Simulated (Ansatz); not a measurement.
**Exact exchange and the electronic atomisation energy of C2H4F2 (1,1-difluoroethane)**

C2H4F2 has 8 atoms, charge 0, and is taken as a singlet. As SMILES, `CC(F)F`. The shape is that of a PBE0-D4/def2-TZVP optimisation.

The electronic atomisation energy y, in eV, basis 6-311+G(d,p); a is the functional's share of exact exchange. Programs: Ansatz 0.2.0.

| functional | program | a | y (eV) |
| --- | --- | --- | --- |
| r2SCAN | Ansatz | 0 | 31.87 |
| BLYP | Ansatz | 0 | 31.51 |
| B3LYP | Ansatz | 0.2 | 31.52 |
| r2SCAN0 | Ansatz | 0.25 | 31.26 |
| PBE0 | Ansatz | 0.25 | ? |
| BHLYP | Ansatz | 0.5 | 30.46 |

Problem. Fit y = c + s·a to the known rows and predict PBE0.

Solution. 
1. Means of the 5 rows: a = 0.1900, y = 31.324.
2. Σ(Δa)² = 0.172, Σ(Δa·Δy) = -0.4088, so the slope is -0.4088/0.172 = -2.3767.
3. Intercept: 31.324 − (-2.3767) × 0.1900 = 31.776. The largest residual of the fit is 0.27.
4. PBE0: 31.776 + (-2.3767) × 0.25 = 31.18 eV.

The run gave 31.80 eV, so the prediction is off by -0.62 eV, more than the scatter of the fit. The rows mix families of semi-local functionals, which the line can't see.
